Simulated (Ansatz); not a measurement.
The input, for Ansatz 0.2.0:

```yaml
crystal:
  periodic: [false, false, false]
  atoms:
    - {symbol: Si, position_ang: [0.000000, 0.000000, 0.000000]}
    - {symbol: Si, position_ang: [0.000000, 0.000000, 3.668000]}
basis:
  gaussian: {orbitals: cc-pVDZ}
magnetization: {spin_polarized: false, initial_magnetization: 2}
correlation: {method: ccsdt_q, electrons: outside_noble_gas}
```

```sh
$ ansatz run in.yaml --threads 1 --pin off --events-out ev --progress --plain --max-ram 2393MiB
```

The program prints:

```
652 factors; integrals over basis functions are off by at most 1.1e-7 eV
mean field evaluation 1: about -15716.9844 eV, gradient 3.4e0 eV
mean field evaluation 2: about -15717.0129 eV, gradient 3.4e0 eV
mean field evaluation 4: about -15717.1540 eV, gradient 3.0e-1 eV
mean field evaluation 8: about -15717.1557 eV, gradient 2.9e-2 eV
mean field evaluation 16: about -15717.1557 eV, gradient 8.0e-6 eV
mean field evaluation 32: about -15717.1311 eV, gradient 1.4e0 eV
mean field evaluation 64: about -15718.4028 eV, gradient 3.5e0 eV
mean field evaluation 96: about -15716.7988 eV, gradient 6.2e-2 eV
mean field evaluation 128: about -15717.2332 eV, gradient 1.2e-1 eV
mean field evaluation 160: about -15717.9836 eV, gradient 1.5e0 eV
...
cycle  31  -5.15898319 eV  change   -2.4e-6 eV  update   2.1e-5
cycle  32  -5.15899078 eV  change   -7.6e-6 eV  update   1.2e-5
cycle  33  -5.15899232 eV  change   -1.5e-6 eV  update   8.4e-6
cycle  34  -5.15899618 eV  change   -3.9e-6 eV  update   5.7e-6
cycle  35  -5.15899904 eV  change   -2.9e-6 eV  update   2.9e-6
cycle  36  -5.15900038 eV  change   -1.3e-6 eV  update   1.5e-6
cycle  37  -5.15900190 eV  change   -1.5e-6 eV  update   8.7e-7
cycle  38  -5.15900226 eV  change   -3.5e-7 eV  update   5.1e-7
cycle  39  -5.15900257 eV  change   -3.1e-7 eV  update   3.7e-7
cycle  40  -5.15900281 eV  change   -2.4e-7 eV  update   3.1e-7
perturbative correction -0.04932134 eV, -0.0018125259 hartree
WARN: these amplitudes may be one of several solutions (largest doubles amplitude 0.40, level shift 0.11 eV)
Total energy: -15723.88910692 eV, -577.8422666444 hartree
```

Ran on 1 thread of Arm Neoverse V1, shared host: 29 s wall, 0.17 GiB peak host memory.
